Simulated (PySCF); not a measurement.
**How far each method lies from full CI for BN, singlet**

Geometry: that of the BN, triplet, kept fixed.

```xyz
2

B     0.0000    0.0000    0.0000
N     0.0000    0.0000    1.3155
```

Basis 6-31G; PySCF 2.14.0. Only valence electrons are correlated (noble-gas cores frozen), which leaves 8 electrons in 16 orbitals. R marks a restricted (for open shells ROHF) determinant, U an unrestricted one.

Full CI is exact within this basis and frozen core; it isn't the basis-set limit. The frozen core follows each run's orbitals, which can shift R against U totals by a few meV.

Unrestricted rows (U) aren't spin-pure: their determinants' ⟨S²⟩ exceeds S(S+1) by up to 1.29, so they mix in states of higher spin.

Even UCCSDT lies 0.37 eV above full CI, so the series on this determinant hasn't closed: it hasn't shed the higher spins in its determinant (⟨S²⟩ = 1.29).

* UHF ⟨S²⟩: 1.291
* T1 diagnostic (ROHF- or RHF-based CCSD): 0.0746
* largest doubles amplitude (ROHF- or RHF-based CCSD): 0.286

```tsv
level	E − E(full CI) (kcal/mol)	share of correlation (%)	wall time
RHF	164.95	0.00	–
UHF	98.59	40.23	–
RMP2	7.81	95.26	–
UMP2	35.44	78.52	–
RCCSD	14.65	91.12	–
UCCSD	15.96	90.33	–
RCCSD(T)	-0.98	100.59	0.21 s
UCCSD(T)	12.82	92.23	0.38 s
RCCSDT	0.78	99.53	–
UCCSDT	8.54	94.83	8.1 s
RCCSDT(Q)	-0.52	100.31	0.95 s
```

The correlation energy at full CI, counted from RHF, is -7.153 eV. Full CI, over all symmetries tried, took 4.2 min on 1 thread of Arm Neoverse V2, shared host; the state has 828,944 determinants.

Times are those of the correlated step on a shared host, with one SCF added for the restricted CCSD run; they ran on 1 thread of Arm Neoverse V2.

More than 5 meV below full CI, which no variational method can be: RCCSD(T), RCCSDT(Q).

The full-CI state has the irrep A1 of C2v, in the program's axes (one component, if the state is degenerate).

Natural occupations of full CI about the gap: 1.979 1.886 1.886 1.684 0.305 0.106 0.106 0.016 0.007 0.007; effectively unpaired electrons, Σ n²(2−n)², 0.73.
